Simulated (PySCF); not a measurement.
Species: C₃H₂O.
Bonds: O1–C2 (double), C2–C3, C3–C4 (double), C2–C4. Hydrogens: H5 on C3; H6 on C4.

Computed with PBE0/cc-pVDZ geometry optimisation, gas phase in PySCF 2.14.0.

Q: List the bond lengths and angles at this level.

A: 
```csv
bond,length (Å)
O1=C2,1.201
"C2–C3, C2–C4",1.436
C3–C4,1.349
"C3–H5, C4–H6",1.092
```

Bonds in one row agree within 0.01 Å and their mean is given. A selection of angles:
```csv
angle,degrees
O1–C2–C3,152.0
C3–C2–C4,56.0
C2–C3–C4,62.0
C2–C3–H5,154.1
C4–C3–H5,143.9
```

The 3-membered ring C2–C3–C4 has internal angles of 56.0° to 62.0°. The 4 heavy atoms lie in one plane (0.000 Å rms). The C–C distances run from 1.349 Å (C3–C4, drawn aromatic) to 1.436 Å (C2–C4, drawn aromatic), a spread of 0.087 Å.

Point group: C2v (tolerance 0.08 Å). Not checked by PBE0/cc-pVDZ frequencies.

Time: 2.3 s of wall time; peak memory 0.32 GiB. Hardware: one thread, Arm Neoverse V2 (aarch64), shared host. That covers the optimisation of the geometry.
